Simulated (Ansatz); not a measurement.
Zone-centre TO phonon frequency (cm⁻¹) of solids drawn from the class of tetrahedrally bonded semiconductors and semimetals, at two levels: PBE (PAW; Ansatz, a program for electronic structure), and r²SCAN in Ansatz (plane waves, PAW).

| solid | PBE | r²SCAN |
|---|---|---|
| zinc-blende BP | 800 | 818 |
| zinc-blende AlN (metastable phase) | 635 | ? |
| zinc-blende ZnS | 260 | 273 |
| zinc-blende CuI | 123 | 130 |
| zinc-blende CdTe | 130 | 136 |
| zinc-blende ZnSe | 195 | 204 |
| zinc-blende GaP | 345 | 360 |

Question: Estimate the withheld r²SCAN value from the other rows.

Answer: One way: carry over the typical ratio. The ratios r²SCAN / PBE of the other rows, in order: 1.022, 1.043, 1.046, 1.046, 1.050, 1.057; median 1.0460. Zinc-blende AlN (metastable phase): 635 × 1.0460 = 664 cm⁻¹; the run gives 663 cm⁻¹. The ratios spread from 1.022 to 1.057, so such an estimate is rough.

Over all 7 rows r²SCAN is the larger in 7.

Ansatz's runs of these crystals have no spin polarisation.

Spin–orbit coupling is left out, also for the solids with elements from indium on (zinc-blende CuI, zinc-blende CdTe); its size isn't shown.

Each level is taken at its own relaxed cell. Ansatz's density-functional and Hartree–Fock values are scalar-relativistic unless marked +SOC, with PAW data made under PBE.
